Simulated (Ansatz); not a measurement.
# CH₂Al+ (singlet): from Hartree-Fock to the top rungs, cc-pVTZ

An exercise on one series of results from a longer session: the logs are not shown, and one member is left open.

Method: cc-pVTZ, core rule «outside noble gas», up to 6 orbitals frozen; program: Ansatz 0.2.0, Gaussian basis.

Plan: UHF; CCSD(T) on RHF; CCSD(T) on UHF; BCCD(T) on RHF; CCSDT(Q) on RHF; CCSDT(Q) on UHF.

9 further runs of the same task are left out: 4 for a known fault of the program, 5 set aside as unsound or not needed.

### The geometry

The geometry is a PBE0/def2-TZVP stationary point (not a proven minimum) of the parent state, kept for this charge and spin.

4 atoms, charge 1, spin multiplicity 1.

Atoms are counted from 1 here; the program's logs count them from 0.

Bond lengths: Al1–C2 1.970 Å, Al1–H3 1.584 Å, Al1–H4 1.584 Å. Angles: C2–Al1–H3 117.4°, C2–Al1–H4 117.4°, H3–Al1–H4 125.1°.

Geometry (Å):

```xyz
4
charge 1, multiplicity 1
Al    0.0000    0.0000    0.5411
C     0.0000    0.0000   -1.4289
H     0.0000    1.4055    1.2709
H     0.0000   -1.4055    1.2709
```

The first run:

File in.yaml:

```yaml
crystal:
  periodic: [false, false, false]
  atoms:
    - {symbol: Al, position_ang: [0.000000, 0.000000, 0.541126]}
    - {symbol: C, position_ang: [0.000000, 0.000000, -1.428933]}
    - {symbol: H, position_ang: [0.000000, 1.405499, 1.270943]}
    - {symbol: H, position_ang: [0.000000, -1.405499, 1.270943]}
basis:
  gaussian: {orbitals: cc-pVTZ}
total_charge: 1
magnetization: {spin_polarized: true, initial_magnetization: 0}
hamiltonian: {xc: hf}
output: {orbitals: {seedname: orbitals}}
```

Started as:

```
$ ansatz run in.yaml --threads 1 --pin off --events-out ev --progress --plain --max-ram 4096MiB --backend cpu
```

Among the steps run: UHF; CCSD(T) on RHF; CCSD(T) on UHF; BCCD(T) on RHF; CCSDT(Q) on RHF; CCSDT(Q) on UHF.

One of the session's tables, all rows but one given; the rest of the session is left out.

```
   method  from RCCSDT(Q) (meV)
      RHF               +5693.7
      UHF               +4606.7
     RMP2               +1537.1
     UMP2               +1012.4
    RCCSD                     ?
    UCCSD                -188.8
 RCCSD(T)                 +68.2
 UCCSD(T)                -391.5
  BCCD(T)                 +67.1
   RCCSDT                 +17.4
   UCCSDT                -693.2
RCCSDT(Q)                     0
UCCSDT(Q)                -781.3
```

Q: Estimate the row for RCCSD from the others.

**Answer.** from RCCSDT(Q) (meV): +231.9. In the column «from RCCSDT(Q) (meV)» it lies between RCCSD(T) (+68.2) and UMP2 (+1012.4).

The program flags UCCSD(T), UCCSDT(Q) as in doubt (see the logs), so those rows may rest on another solution; read them beside their warnings.

To keep in mind: The determinant is far from a pure spin state, so its energy mixes those of several spin states (harmless only where they are near-degenerate, as at dissociation). The program flags UCCSD(T), UCCSDT(Q) as in doubt, so those rows may rest on another solution; read them beside their warnings. Warnings: restricted reference is unstable; spin contamination; large T1 diagnostic. Restricted and unrestricted rows rest on different reference determinants; where their highest levels disagree by more than a few hundredths of an eV, they describe different states and don't form one ladder.
